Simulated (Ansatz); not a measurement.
Relaxation of C2H2F2O (7 atoms, charge 0, multiplicity 1), to a largest force component of 0.02 eV/Å in at most 40 steps.

Method: Ansatz, RKS PBE0-D4/cc-pVDZ.

```xyz
7
Properties=species:S:1:pos:R:3:forces:R:3
O -1.348 0.370 0.240 -3.36 2.43 1.28
C -0.035 0.308 0.176 1.66 0.87 0.50
C 0.582 -0.704 -0.411 2.61 1.42 0.85
F 0.005 -1.704 -0.979 -0.12 -1.17 -0.67
F 1.966 -0.727 -0.415 -1.96 -0.46 -0.31
H -1.627 1.254 0.693 0.85 -2.54 -1.33
H 0.518 1.134 0.651 0.31 -0.54 -0.32
```

Question: Where does it end, and by what steps?

Answer: It converged. The force dipped under the threshold on the way, but the program's further checks kept it going. After 14 steps the energy has fallen by 0.322 eV; H6 moved furthest, 0.34 Å.

```json
{"step": "0", "energy less start (eV)": "0.0000", "largest force component (eV/Å)": "3.359", "accepted": "yes"}
{"step": "1", "energy less start (eV)": "-0.2578", "largest force component (eV/Å)": "1.406", "accepted": "yes"}
{"step": "2", "energy less start (eV)": "-0.3063", "largest force component (eV/Å)": "0.281", "accepted": "yes"}
{"step": "3", "energy less start (eV)": "-0.3091", "largest force component (eV/Å)": "0.087", "accepted": "yes"}
{"step": "4", "energy less start (eV)": "-0.3102", "largest force component (eV/Å)": "0.062", "accepted": "yes"}
{"step": "5", "energy less start (eV)": "-0.3104", "largest force component (eV/Å)": "0.027", "accepted": "yes"}
{"step": "6", "energy less start (eV)": "-0.3106", "largest force component (eV/Å)": "0.020", "accepted": "yes"}
{"step": "7", "energy less start (eV)": "-0.3107", "largest force component (eV/Å)": "0.024", "accepted": "yes"}
{"step": "8", "energy less start (eV)": "-0.3110", "largest force component (eV/Å)": "0.065", "accepted": "yes"}
{"step": "9", "energy less start (eV)": "-0.3113", "largest force component (eV/Å)": "0.244", "accepted": "yes"}
{"step": "10", "energy less start (eV)": "-0.3149", "largest force component (eV/Å)": "0.718", "accepted": "yes"}
{"step": "11", "energy less start (eV)": "-0.3205", "largest force component (eV/Å)": "0.189", "accepted": "yes"}
{"step": "12", "energy less start (eV)": "-0.3134", "largest force component (eV/Å)": "0.717", "accepted": "no"}
{"step": "13", "energy less start (eV)": "-0.3214", "largest force component (eV/Å)": "0.150", "accepted": "yes"}
{"step": "14", "energy less start (eV)": "-0.3220", "largest force component (eV/Å)": "0.009", "accepted": "yes"}
```

```xyz
7
Properties=species:S:1:pos:R:3
O -1.356 0.320 0.475
C -0.006 0.328 0.280
C 0.594 -0.647 -0.394
F -0.014 -1.654 -0.984
F 1.907 -0.738 -0.520
H -1.679 1.222 0.359
H 0.616 1.101 0.738
```

Whether the end is a true minimum wasn't checked by a vibrational analysis.

The run took 30 s on 1 CPU thread of a shared host.
